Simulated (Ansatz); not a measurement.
## AlSiH⁺, doublet: from triple and quadruple zeta to the limit

```xyz
3

Si    0.0000   -0.0360    1.1654
Al    0.0000   -0.0118   -1.2249
H     0.0000    1.3177    0.3154
```

Connectivity, by distances: SiH–Al.

Ansatz 0.2.0, UHF determinant, valence electrons correlated. Energies in eV.

| set | X | functions | Hartree–Fock | MP2 correlation | CCSD(T) correlation | time |
| --- | --- | --- | --- | --- | --- | --- |
| def2-TZVPP | 3 | 98 | -14451.8901 | -3.6012 | -4.8145 | 39 s on 1 × NVIDIA H100 80GB HBM3 with 1 thread of AMD EPYC 7R13 Processor (Zen 3), on a shared host |
| def2-QZVPP | 4 | 170 | -14452.2891 | -3.8593 | -5.0081 | 40 s on 1 × NVIDIA H100 80GB HBM3 with 1 thread of AMD EPYC 7R13 Processor (Zen 3), on a shared host |

Hartree–Fock is taken to follow E(X) = E∞ + A·exp(−7.88·√X), correlation E(X) = E∞ + B·X^−2.97.

Cautions: higher spins were not checked; an unrestricted solution with more broken spin lies lower; strong correlation; ⟨S²⟩ of the determinant is 0.87 against 0.75, spin contaminated; the determinant is a saddle point.

**Question.** Work out the CCSD(T) energy at the limit, and how far the shortcut misses it that extrapolates MP2 and adds CCSD(T) minus MP2 from the smaller set.

**Answer.** Hartree–Fock: E∞ = E4 + 0.1377·(E4 − E3) = -14452.3441. Correlation: E∞ = E4 + 0.7407·(E4 − E3) = -5.1515 for CCSD(T) and -4.0505 for MP2. The limit is -14457.4956 eV, 0.198 eV below def2-QZVPP. The shortcut gives a correlation energy of -4.0505 + (-1.2134) = -5.2639, 112 meV lower than the direct value.

Past Ne part of the Hartree–Fock step between the two sets comes from the cores, which don't follow the formula, so the 55 meV that it adds to the total can overshoot; that part largely cancels in differences.
